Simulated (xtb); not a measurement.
C₂H₅O₂, charge +2, quartet, at a GFN2-xTB geometry of the parent state (a state made from the parent by changing its charge; the spin is typed, not shown lowest); GFN1-xTB (xtb).

Here is a job for xtb.
```
$ xtb mol.xyz --gfn 1 --chrg 2 --uhf 3 --json

# file mol.xyz
9

C     -1.03042963    -0.20472600    -0.02112033
O     -0.73312942    -1.29679953    -0.24874157
O      0.04062159     0.83539826     0.07348090
H     -1.98763608     0.30559936     0.10443989
C      1.42550223     0.37698170     0.08288634
H      2.05413765     1.22422046    -0.18596967
H      1.70287093    -0.01912909     1.05973032
H      1.52164729    -0.40426881    -0.67126979
H     -0.12139264     1.55125391     0.72455841
```

**Question.** Predict the main parts of the log of this xtb run.

**Answer.** 
```
   ID    Z sym.   atoms
    1    6 C      1, 5
    2    8 O      2, 3
    3    1 H      4, 6-9

           -------------------------------------------------
          |                Calculation Setup                |
           -------------------------------------------------

           -------------------------------------------------
          |                 G F N 1 - x T B                 |
           -------------------------------------------------

          ...................................................
          :                      SETUP                      :
          :.................................................:
          :  # basis functions                  26          :
          :  # atomic orbitals                  26          :
          :  # shells                           18          :
          :  # electrons                        23          :
          :  # halogen bonds                     0          :
          :  max. iterations                   250          :
          :  Hamiltonian                  GFN1-xTB          :
          :  restarted?                      false          :
          :  GBSA solvation                  false          :
          :  PC potential                    false          :
          :  electronic temp.          300.0000000     K    :
          :  accuracy                    1.0000000          :
          :  -> integral cutoff          0.2500000E+02      :
          :  -> integral neglect         0.1000000E-07      :
          :  -> SCF convergence          0.1000000E-05 Eh   :
          :  -> wf. convergence          0.2000000E-04 e    :
          :  Broyden damping             0.4000000          :
          :  net charge                          2          :
          :  unpaired electrons                  3          :
          ...................................................

 iter      E             dE          RMSdq      gap      omega  full diag
   1    -14.6909087 -0.146909E+02  0.658E+00    3.86       0.0  T
   2    -14.6035360  0.873727E-01  0.511E+00    1.84       1.0  T
   3    -14.6627235 -0.591874E-01  0.349E+00    4.07       1.0  T
   4    -14.7975222 -0.134799E+00  0.107E+00    2.13       1.0  T
   5    -14.8107066 -0.131845E-01  0.372E-01    2.44       1.0  T
   6    -14.8110948 -0.388202E-03  0.222E-01    2.45       1.0  T
   7    -14.8115189 -0.424028E-03  0.510E-02    2.52       1.0  T
   8    -14.8115291 -0.102183E-04  0.341E-02    2.52       1.0  T
[...]
         :: total energy             -14.662666962683 Eh    ::
[...]
        23                         -0.1879989              -5.1157
        24                         -0.1705419              -4.6407
       ...                                ...                  ...
        26                          0.4537436              12.3470
      -------------------------------------------------------------
                  HL-Gap            0.0929644 Eh            2.5297 eV
             Fermi-level           -0.8605598 Eh          -23.4170 eV

  Mulliken/CM5 charges         n(s)   n(p)   n(d)
     1C     0.42653  0.43343   0.880  2.694  0.000
     2O    -0.16006 -0.21971   1.712  4.448  0.000
     3O    -0.26563 -0.50317   1.702  4.564  0.000
     4H     0.34803  0.41661   0.652  0.000  0.000
     5C     0.27055  0.14298   1.093  2.637  0.000
     6H     0.27578  0.33483   0.724  0.000  0.000
     7H     0.33887  0.39772   0.661  0.000  0.000
     8H     0.24841  0.31199   0.752  0.000  0.000
     9H     0.51753  0.68531   0.482  0.000  0.000

Wiberg/Mayer (AO) data.
largest (>0.10) Wiberg bond orders for each atom

 ---------------------------------------------------------------------------
     #   Z sym  total        # sym  WBO       # sym  WBO       # sym  WBO
 ---------------------------------------------------------------------------
     1   6 C    3.120 --     2 O    1.751     3 O    0.683     4 H    0.630
     2   8 O    2.092 --     1 C    1.751     4 H    0.155
     3   8 O    2.531 --     5 C    1.007     9 H    0.706     1 C    0.683
     4   1 H    0.815 --     1 C    0.630     2 O    0.155
     5   6 C    3.505 --     3 O    1.007     8 H    0.873     6 H    0.818
                             7 H    0.700
     6   1 H    0.897 --     5 C    0.818
     7   1 H    0.824 --     5 C    0.700
     8   1 H    0.917 --     5 C    0.873
     9   1 H    0.736 --     3 O    0.706
 ---------------------------------------------------------------------------

Topologies differ in total number of bonds
Writing topology from bond orders to xtbtopo.mol

 dipole moment from electron density (au)
     X       Y       Z
   1.4707   2.6680   1.2775  total (Debye):    8.397

           -------------------------------------------------
          | TOTAL ENERGY              -14.662666962683 Eh   |
          | GRADIENT NORM               0.285491594111 Eh/α |
          | HOMO-LUMO GAP               2.529689316803 eV   |
           -------------------------------------------------

normal termination of xtb
```
